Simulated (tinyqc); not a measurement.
UHF in the sto-3g basis, for BH, spin multiplicity 1, step by step (part 2 of 2). This run ends on a higher stationary point, not on the lowest solution. Computed by tinyqc, a small Python program that keeps every step (integrals from PySCF). Command: `OMP_NUM_THREADS=1 python tinyqc.py 23856 23857 out.jsonl` (the two numbers bound the seeds that draw the settings). One thread of a shared host (Intel(R) Xeon(R) Processor @ 2.60GHz), about 0.2 s of CPU time with the checks.

Geometry (angstrom):
```
atom        x        y        z
B     0.00000  0.00000  0.00000
H     0.00000  0.00000  1.94000
```

## Iteration 3: DIIS over 3 matrices

error matrix X^T (FDS - SDF) X (alpha):
```
          1         2        3         4         5         6
1   0.00000   0.00249  0.00000   0.00000  -0.01807  -0.00293
2  -0.00249   0.00000  0.00000   0.00000   0.04187   0.03419
3   0.00000   0.00000  0.00000  -0.02893   0.00000   0.00000
4   0.00000   0.00000  0.02893   0.00000   0.00000   0.00000
5   0.01807  -0.04187  0.00000   0.00000   0.00000   0.03612
6   0.00293  -0.03419  0.00000   0.00000  -0.03612   0.00000
```

B (overlaps of the stored error matrices), lower triangle:
```
               1              2              3
1  3.3315753e-01
2  6.4739046e-02  3.5664376e-02
3  5.3229817e-02  2.5432853e-02  2.1621655e-02
```

Minimise |sum c_i e_i|^2 with sum c_i = 1: solve [B -1; -1 0][c; lambda] = [0; -1] with B_ij = tr e_i^T e_j summed over both spins, and take F = sum c_i F_i.

DIIS coefficients: -0.11309  -0.45802  1.57111

extrapolated F(alpha) (hartree), lower triangle:
```
           1B 1s     1B 2s   1B 2px    1B 2py    1B 2pz     2H 1s
1B 1s   -7.30270
1B 2s   -2.15538  -0.80173
1B 2px   0.00000   0.00000  0.32774
1B 2py   0.00000   0.00000  0.06314  -0.13584
1B 2pz   0.02337  -0.05676  0.00000   0.00000   0.26631
2H 1s   -0.09988  -0.26204  0.00000   0.00000  -0.18067  -0.09859
```

extrapolated F(beta) (hartree), lower triangle:
```
           1B 1s     1B 2s   1B 2px   1B 2py    1B 2pz     2H 1s
1B 1s   -7.30270
1B 2s   -2.15538  -0.80173
1B 2px   0.00000   0.00000  0.03837
1B 2py   0.00000   0.00000  0.23323  0.15352
1B 2pz   0.02337  -0.05676  0.00000  0.00000   0.26631
2H 1s   -0.09988  -0.26204  0.00000  0.00000  -0.18067  -0.09859
```

## Iteration 3: diagonalisation and new density

X:
```
               1         2        3         4         5        6
1B 1s   -0.57745   0.59143  0.00000   0.00000  -0.47724  0.41087
1B 2s    0.77761  -0.36565  0.00000   0.00000  -0.31275  0.52995
1B 2px   0.00000   0.00000  0.77458  -0.63248   0.00000  0.00000
1B 2py   0.00000   0.00000  0.63248   0.77458   0.00000  0.00000
1B 2pz   0.41999   0.67261  0.00000   0.00000   0.58884  0.28303
2H 1s   -0.64878  -0.52925  0.00000   0.00000   0.43111  0.45271
```

D(alpha) after iteration 2, lower triangle:
```
           1B 1s    1B 2s    1B 2px   1B 2py   1B 2pz    2H 1s
1B 1s    1.00809
1B 2s   -0.05136  0.26529
1B 2px   0.00000  0.00000   0.05238
1B 2py   0.00000  0.00000  -0.22121  0.94762
1B 2pz  -0.05222  0.15908   0.00000  0.00000  0.12231
2H 1s   -0.10457  0.32254   0.00000  0.00000  0.20737  0.42597
```

D(beta) after iteration 2, lower triangle:
```
           1B 1s    1B 2s    1B 2px   1B 2py   1B 2pz    2H 1s
1B 1s    1.00809
1B 2s   -0.05136  0.26529
1B 2px   0.00000  0.00000   0.52445
1B 2py   0.00000  0.00000  -0.49870  0.47555
1B 2pz  -0.05222  0.15908   0.00000  0.00000  0.12231
2H 1s   -0.10457  0.32254   0.00000  0.00000  0.20737  0.42597
```

overlap S, lower triangle:
```
          1B 1s    1B 2s   1B 2px   1B 2py   1B 2pz    2H 1s
1B 1s   1.00000
1B 2s   0.26933  1.00000
1B 2px  0.00000  0.00000  1.00000
1B 2py  0.00000  0.00000  0.00000  1.00000
1B 2pz  0.00000  0.00000  0.00000  0.00000  1.00000
2H 1s   0.01243  0.17825  0.00000  0.00000  0.22575  1.00000
```

Diagonalise F' = X^T F X, C = X C', fill 3 alpha and 3 beta electrons from the bottom; D(s) = C_occ C_occ^T; the new density keeps 0.2 of the old one (damping). Each column has its largest component positive (the first on a tie).

F' = X^T F X (alpha) (hartree), lower triangle:
```
          1         2         3         4         5         6
1  -0.73912
2   1.46525  -1.50026
3   0.00000   0.00000   0.20416
4   0.00000   0.00000  -0.21449  -0.01226
5  -1.45541   2.09603   0.00000   0.00000  -2.28329
6   1.45830  -1.81672   0.00000   0.00000   2.31279  -2.61624
```

orbital energies (alpha) (hartree): MO1 -7.30818, MO2 -0.34364, MO3 -0.14429, MO4 0.07563, MO5 0.33618, MO6 0.43729

coefficients C (alpha):
```
             MO1       MO2       MO3       MO4      MO5       MO6
1B 1s    0.99187  -0.21714   0.00000  -0.21350  0.00000  -0.05729
1B 2s    0.02889   0.70818   0.00000   0.74840  0.00000   0.23362
1B 2px   0.00000   0.00000  -0.13259   0.00000  0.99117   0.00000
1B 2py   0.00000   0.00000   0.99117   0.00000  0.13259   0.00000
1B 2pz  -0.00237   0.17007   0.00000  -0.39059  0.00000   0.93496
2H 1s   -0.00244   0.56709   0.00000  -0.61671  0.00000  -0.62442
```

F' = X^T F X (beta) (hartree), lower triangle:
```
          1         2        3         4         5         6
1  -0.73912
2   1.46525  -1.50026
3   0.00000   0.00000  0.31296
4   0.00000   0.00000  0.10305  -0.12107
5  -1.45541   2.09603  0.00000   0.00000  -2.28329
6   1.45830  -1.81672  0.00000   0.00000   2.31279  -2.61624
```

orbital energies (beta) (hartree): MO1 -7.30818, MO2 -0.34364, MO3 -0.14429, MO4 0.07563, MO5 0.33618, MO6 0.43729

coefficients C (beta):
```
             MO1       MO2       MO3       MO4      MO5       MO6
1B 1s    0.99187  -0.21714   0.00000  -0.21350  0.00000  -0.05729
1B 2s    0.02889   0.70818   0.00000   0.74840  0.00000   0.23362
1B 2px   0.00000   0.00000   0.78730   0.00000  0.61657   0.00000
1B 2py   0.00000   0.00000  -0.61657   0.00000  0.78730   0.00000
1B 2pz  -0.00237   0.17007   0.00000  -0.39059  0.00000   0.93496
2H 1s   -0.00244   0.56709   0.00000  -0.61671  0.00000  -0.62442
```

D(alpha) after iteration 3, lower triangle:
```
           1B 1s    1B 2s    1B 2px   1B 2py   1B 2pz    2H 1s
1B 1s    1.02638
1B 2s   -0.11037  0.45494
1B 2px   0.00000  0.00000   0.02454
1B 2py   0.00000  0.00000  -0.14937  0.97546
1B 2pz  -0.04187  0.12812   0.00000  0.00000  0.04761
2H 1s   -0.12136  0.38573   0.00000  0.00000  0.11863  0.34247
```

D(beta) after iteration 3, lower triangle:
```
           1B 1s    1B 2s    1B 2px   1B 2py   1B 2pz    2H 1s
1B 1s    1.02638
1B 2s   -0.11037  0.45494
1B 2px   0.00000  0.00000   0.60076
1B 2py   0.00000  0.00000  -0.48808  0.39924
1B 2pz  -0.04187  0.12812   0.00000  0.00000  0.04761
2H 1s   -0.12136  0.38573   0.00000  0.00000  0.11863  0.34247
```

## Iteration 19 (converged): orbitals

converged F(alpha) (hartree), lower triangle:
```
           1B 1s     1B 2s    1B 2px    1B 2py    1B 2pz     2H 1s
1B 1s   -7.20751
1B 2s   -2.13106  -0.79162
1B 2px   0.00000   0.00000   0.38161
1B 2py   0.00000   0.00000  -0.14066  -0.09697
1B 2pz   0.01353  -0.05474   0.00000   0.00000   0.31177
2H 1s   -0.09818  -0.25619   0.00000   0.00000  -0.15404  -0.13509
```

converged F(beta) (hartree), lower triangle:
```
           1B 1s     1B 2s    1B 2px   1B 2py    1B 2pz     2H 1s
1B 1s   -7.20751
1B 2s   -2.13106  -0.79162
1B 2px   0.00000   0.00000  -0.09697
1B 2py   0.00000   0.00000   0.14066  0.38161
1B 2pz   0.01353  -0.05474   0.00000  0.00000   0.31177
2H 1s   -0.09818  -0.25619   0.00000  0.00000  -0.15404  -0.13509
```

Diagonalise F' = X^T F X, C = X C', fill 3 alpha and 3 beta electrons from the bottom; D(s) = C_occ C_occ^T. Each column has its largest component positive (the first on a tie).

F' = X^T F X (alpha) (hartree), lower triangle:
```
          1         2         3        4         5         6
1  -0.74351
2   1.42993  -1.49239
3   0.00000   0.00000   0.05234
4   0.00000   0.00000  -0.26258  0.23229
5  -1.41094   2.09560   0.00000  0.00000  -2.22834
6   1.45646  -1.77644   0.00000  0.00000   2.29381  -2.58200
```

orbital energies (alpha) (hartree): MO1 -7.21311, MO2 -0.34289, MO3 -0.13525, MO4 0.07179, MO5 0.41989, MO6 0.43796

coefficients C (alpha):
```
             MO1       MO2      MO3       MO4       MO5       MO6
1B 1s    0.99168  -0.21281  0.00000  -0.22158   0.00000  -0.04470
1B 2s    0.02955   0.68978  0.00000   0.77920   0.00000   0.18224
1B 2px   0.00000   0.00000  0.26259   0.00000   0.96491   0.00000
1B 2py   0.00000   0.00000  0.96491   0.00000  -0.26259   0.00000
1B 2pz  -0.00100   0.13233  0.00000  -0.28617   0.00000   0.97787
2H 1s   -0.00289   0.60017  0.00000  -0.67152   0.00000  -0.52978
```

F' = X^T F X (beta) (hartree), lower triangle:
```
          1         2        3        4         5         6
1  -0.74351
2   1.42993  -1.49239
3   0.00000   0.00000  0.23229
4   0.00000   0.00000  0.26258  0.05234
5  -1.41094   2.09560  0.00000  0.00000  -2.22834
6   1.45646  -1.77644  0.00000  0.00000   2.29381  -2.58200
```

orbital energies (beta) (hartree): MO1 -7.21311, MO2 -0.34289, MO3 -0.13525, MO4 0.07179, MO5 0.41989, MO6 0.43796

coefficients C (beta):
```
             MO1       MO2       MO3       MO4      MO5       MO6
1B 1s    0.99168  -0.21281   0.00000  -0.22158  0.00000  -0.04470
1B 2s    0.02955   0.68978   0.00000   0.77920  0.00000   0.18224
1B 2px   0.00000   0.00000   0.96491   0.00000  0.26259   0.00000
1B 2py   0.00000   0.00000  -0.26259   0.00000  0.96491   0.00000
1B 2pz  -0.00100   0.13233   0.00000  -0.28617  0.00000   0.97787
2H 1s   -0.00289   0.60017   0.00000  -0.67152  0.00000  -0.52978
```

D(alpha) after iteration 19, lower triangle:
```
           1B 1s    1B 2s   1B 2px   1B 2py   1B 2pz    2H 1s
1B 1s    1.02872
1B 2s   -0.11749  0.47667
1B 2px   0.00000  0.00000  0.06895
1B 2py   0.00000  0.00000  0.25337  0.93105
1B 2pz  -0.02915  0.09125  0.00000  0.00000  0.01751
2H 1s   -0.13059  0.41390  0.00000  0.00000  0.07942  0.36021
```

D(beta) after iteration 19, lower triangle:
```
           1B 1s    1B 2s    1B 2px   1B 2py   1B 2pz    2H 1s
1B 1s    1.02872
1B 2s   -0.11749  0.47667
1B 2px   0.00000  0.00000   0.93105
1B 2py   0.00000  0.00000  -0.25337  0.06895
1B 2pz  -0.02915  0.09125   0.00000  0.00000  0.01751
2H 1s   -0.13059  0.41390   0.00000  0.00000  0.07942  0.36021
```

## Convergence

Stop when the energy changes by less than 1e-09 hartree and every element of the error matrix X^T (F D S - S D F) X (for each spin) is below 9e-06.

Course of the cycle:
```
iteration  E (hartree)     change  largest element of the error matrix
1          -23.8015434          -                             1.81e-01
2          -24.1166885  -3.15e-01                             6.53e-02
3          -24.2483202  -1.32e-01                             4.19e-02
4          -24.3085322  -6.02e-02                             3.13e-02
5          -24.3325956  -2.41e-02                             3.12e-02
6          -24.3451701  -1.26e-02                             2.82e-02
7          -24.3399664   5.20e-03                             3.93e-03
8          -24.3603196  -2.04e-02                             3.87e-04
9          -24.3646824  -4.36e-03                             7.69e-05
10         -24.3655593  -8.77e-04                             1.49e-05
11         -24.3657349  -1.76e-04                             2.96e-06
12         -24.3657700  -3.51e-05                             5.91e-07
13         -24.3657770  -7.02e-06                             1.18e-07
14         -24.3657784  -1.40e-06                             2.36e-08
15         -24.3657787  -2.81e-07                             4.73e-09
16         -24.3657787  -5.62e-08                             9.46e-10
17         -24.3657787  -1.12e-08                             1.89e-10
18         -24.3657788  -2.25e-09                             3.78e-11
19         -24.3657788  -4.50e-10                             7.57e-12
```

PySCF UHF in the same basis, after a stability check = -24.6459034 hartree

Converged in 19 iterations. But the solution lies 0.28012 hartree above the reference: it is another stationary point, not the lowest one. Reruns (cap 100 unless said): DIIS 8: converged in 12 to a higher stationary point; damping 0.5: not converged; level shift 0.5: converged in 77 to a higher stationary point; atomic densities as start, DIIS 8: converged in 8 to a higher stationary point.

## Populations, bond orders and dipole

Mulliken: Z minus the diagonal of D S on the atom; Loewdin: the same with S^(1/2) D S^(1/2); Mayer order: 2 sum_s sum (D(s) S)_ij (D(s) S)_ji over the two atoms.

Charges (e):
```
atom  Mulliken   Loewdin  Mulliken spin
1B    -0.09941  -0.09872              0
2H     0.09941   0.09872              0
```

Mayer bond orders:
```
pair    order
2-1   0.99012
```

dipole moment about the origin, x y z (debye): 0.00000  0.00000  -0.23688

<S^2> of the determinant (pure state: 0) = 1.00000
